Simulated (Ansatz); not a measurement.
Results of PBEsol (PAW; Ansatz, an electronic-structure program) for 1T (CdI2-type) CdI2.

Settings: plane-wave cutoff 520 eV, 12×12×6 k mesh (along the axes of the cell as run), perturbation theory, force constants from a 6×6×2 q mesh, scalar-relativistic PAW data made under PBE.

Computed at the level's own relaxed cell.

```yaml
crystal:
  lattice:
    - [4.22062, 0.00000, 0.00000]
    - [-2.11031, 3.65516, 0.00000]
    - [0.00000, 0.00000, 6.97564]
  atoms:
    - { symbol: Cd, position: [0.00000, 0.00000, 0.00000] }
    - { symbol: I, position: [0.33333, 0.66667, 0.24425] }
    - { symbol: I, position: [0.66667, 0.33333, 0.75575] }
```

Harmonic phonon frequencies (cm⁻¹; i marks an imaginary mode; at Γ without the LO shift):

| q point | frequencies |
|---|---|
| Γ | 0 0 0 54 54 85 85 106 134 |
| A | 11 11 20 51 51 87 87 104 146 |
| K | 36 58 58 78 78 98 98 117 117 |
| H | 37 57 57 76 76 98 100 119 119 |

No imaginary mode appears at these points.

Note: the cell comes from a level without a dispersion term, which matters for the spacing of layers, chains or molecules; the cell has widely spaced layers and the level no dispersion term, so their spacing and the moduli can rest on weak binding.
